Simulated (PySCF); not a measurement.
# Gas-phase thermal properties of AlF3

Method: PySCF energies (xtb for GFN2) plus ideal-gas RRHO corrections (1 bar). Table values come from the NASA 1993 polynomials. 6-31G* has spherical d functions here. All species are closed-shell singlets. B3LYP is the form with VWN-RPA correlation. The harmonic model lacks anharmonicity and excited electronic states, which grow with temperature; levels with a mode under 35 cm⁻¹ are left out. The table's entry may be an old estimate for AlF3 (not checked at source).

```tsv
level	point group	σ	ZPE (kJ/mol)	S°298 (J/mol/K)	Cp298 (J/mol/K)	S°1000 (J/mol/K)	H1000 − H298 (kJ/mol)
table	-	-	-	276.7	62.2	364.8	52.3
B3LYP/6-31G*	D3h	6	20.7	277.2	61.8	364.8	52.0
GFN2-xTB	D3h	6	18.6	281.6	64.0	370.9	52.9
HF/6-31G*	D3h	6	21.8	275.2	60.7	361.9	51.5
PBE/def2-SVP	D3h	6	20.1	278.9	62.5	367.0	52.3
PBE0/def2-TZVP	D3h	6	20.4	277.5	62.1	365.4	52.2
```
σ: rotational symmetry number. Electronic degeneracy used: 1. Frequencies are unscaled.
